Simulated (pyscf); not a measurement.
H₃Si–O–PH₂ -> HO–SiH₂–PH₂, a concerted two-bond exchange (singlet surface; O–P, H–Si broken, P–Si, H–O formed). PySCF, gas phase, ωB97X-D3(BJ)/def2-SVP geometries. Correlated levels are frozen-core, on RHF or UHF. ΔMP2 is the change of the MP2 total energy from the triple- to the quadruple-zeta basis. Energies in kcal/mol from the reactant's lowest minimum found.

AM1 to PM7: differences of heats of formation from MOPAC, which are fitted to 298 K values and so differ in kind from electronic energies by zero-point and thermal terms. 

In single points PM6 puts the saddle at 2.9 kcal/mol and the reaction energy at -83.7 kcal/mol. Should these be trusted to within a few kcal/mol? Compare with CCSD(T)/def2-TZVPP + ΔMP2(QZVPP).

CCSD(T)/def2-TZVPP + ΔMP2(QZVPP) gives ΔE‡ = 100.9 kcal/mol and ΔE = -7.4 kcal/mol. PM6 lies 98.0 kcal/mol under it in the barrier and 76.3 kcal/mol under it in the reaction energy, so on this step it does not hold to within 3.0 kcal/mol. CCSD(T)/def2-TZVPP + ΔMP2(QZVPP) has limits of its own. On the reactant side the descent ends in a point that may be a rotor saddle (no frequency run), 1.1 kcal/mol over the lowest minimum found and 108.4 kcal/mol under the saddle at ωB97X-D3(BJ)/def2-TZVP. At ωB97X-D3(BJ)/def2-TZVP the barrier from the zero used here is 109.6 kcal/mol. The same reactants have a lower exit, to O=PH + SiH₄ (barrier +59.9 kcal/mol at ωB97M-D3(BJ)/def2-TZVP, against +108.3 kcal/mol here). One saddle was located; it need not be the lowest between these sides. A restricted solution here is unstable towards spin polarisation, so biradical character is likely and single-reference numbers are less safe. The CCSD(T) − MP2 part came from Ansatz, without density fitting, on the same reference.
